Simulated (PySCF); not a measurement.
This PySCF input asks for the NMR shieldings of SMILES [H]/P=C(/C)C(C)C, C$_{5}$H$_{11}$P; the geometry comes from GFN2-xTB.

```python
import basis_set_exchange as bse
import numpy as np
from pyscf import gto, dft
from pyscf.prop import nmr

atoms = """
C     1.751199   -0.160607   -0.674771
C     0.898871    0.441508    0.397626
P     1.610758    1.516360    1.478518
C    -0.559436    0.066688    0.428092
C    -1.319829    0.822835   -0.667603
C    -0.770768   -1.440366    0.283821
H     1.901662   -1.224868   -0.487985
H     2.728107    0.319188   -0.701635
H     1.282565   -0.058321   -1.653233
H     0.465079    1.762655    2.251817
H    -0.974786    0.379629    1.394269
H    -2.386833    0.630203   -0.580821
H    -0.993565    0.507401   -1.655894
H    -1.151723    1.893808   -0.574150
H    -0.198379   -1.979323    1.036227
H    -0.466500   -1.784093   -0.701586
H    -1.823419   -1.680664    0.417398
"""
names = dict.fromkeys(["C", "P", "H"], "pcSseg-1")
basis = {el: gto.basis.parse(bse.get_basis(n, elements=[el], fmt="nwchem")) for el, n in names.items()}
mol = gto.M(atom=atoms, basis=basis, charge=0, verbose=0)
mf = dft.RKS(mol, xc="PBE0")
mf.grids.level = 2
mf.grids.alignment = dft.numint.BLKSIZE   # the property module wants whole blocks of grid points
mf.conv_tol = 1e-9
mf.kernel()

calc = nmr.RKS(mf)   # GIAO
C = mf.mo_coeff
Co = C[:, mf.mo_occ > 0]
resp = mf.gen_response(singlet=True, hermi=2)
def vind(x):   # induced exchange potential for any number of trial vectors
    d = np.einsum("pi,xij,qj->xpq", C, 2 * x.reshape(-1, C.shape[1], Co.shape[1]), Co, optimize=True)
    return np.einsum("xpq,pi,qj->xij", resp(d - d.transpose(0, 2, 1)), C, Co, optimize=True).ravel()
mo1, _ = nmr.rhf.solve_mo1(calc, with_cphf=vind)
sigma = calc.kernel(mo1)
for i, s in enumerate(sigma):   # ppm
    print("%2d %-2s %9.2f" % (i, mol.atom_pure_symbol(i), np.trace(s) / 3))
```

Question: Give the expected output.

Answer: 
```
 0 C     163.18
 1 C     -55.69
 2 P     118.95
 3 C     134.07
 4 C     159.56
 5 C     164.42
 6 H      29.50
 7 H      28.88
 8 H      29.50
 9 H      25.49
10 H      28.26
11 H      30.41
12 H      30.47
13 H      30.60
14 H      30.58
15 H      30.66
16 H      30.59
```

These numbers come from an equivalent density-fitted implementation of the same equations, which agrees with the script to about 0.01 ppm for H and up to a few tenths of a ppm for heavy atoms, so last digits may differ.

Question: Turn these shieldings into chemical shifts. Shifts are taken against calculated references (same method and geometry level): TMS for 13C (σ = 186.93 ppm) and 1H (σ = 31.72 ppm); H3PO4 for 31P (σ = 318.38 ppm).

Answer: Averaging equivalent atoms: C 1: 242.6; C 3: 52.9; C 4/5: 24.9; C 0: 23.7; P 2: 199.4; H 9: 6.23; H 10: 3.46; H 6/7/8: 2.43; H 11/12/13/14/15/16: 1.16 ppm. Experimental scales use liquid or dissolved standards, which lie at an offset from isolated H3PO4.

Size and cost of the density-fitted run: 164 basis functions, of the order of 50 core-seconds.
